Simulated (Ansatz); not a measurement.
C$_{3}$H$_{4}$, SMILES `C#CC` at its PBE0-D4/def2-TZVP geometry, where that method's forces vanish. Charge 0, multiplicity 1.

```xyz
7

C    -1.1623   -1.2281    0.1768
C    -0.3420   -0.3614    0.0520
C     0.6489    0.6856   -0.0987
H    -1.8897   -1.9967    0.2875
H     1.6336    0.3390    0.2235
H     0.7262    1.0014   -1.1418
H     0.3854    1.5602    0.5007
```

Task: What forces (eV/Å) does PBE-D4/def2-TZVPP give on these atoms in Ansatz? (Estimate.)

Result: The calculation gave: 
```
C1  -0.647 -0.684  0.098
C2   0.670  0.708 -0.102
C3  -0.098 -0.103  0.015
H4  -0.145 -0.153  0.022
H5   0.219 -0.051  0.063
H6   0.035  0.084 -0.215
H7  -0.035  0.198  0.119
```
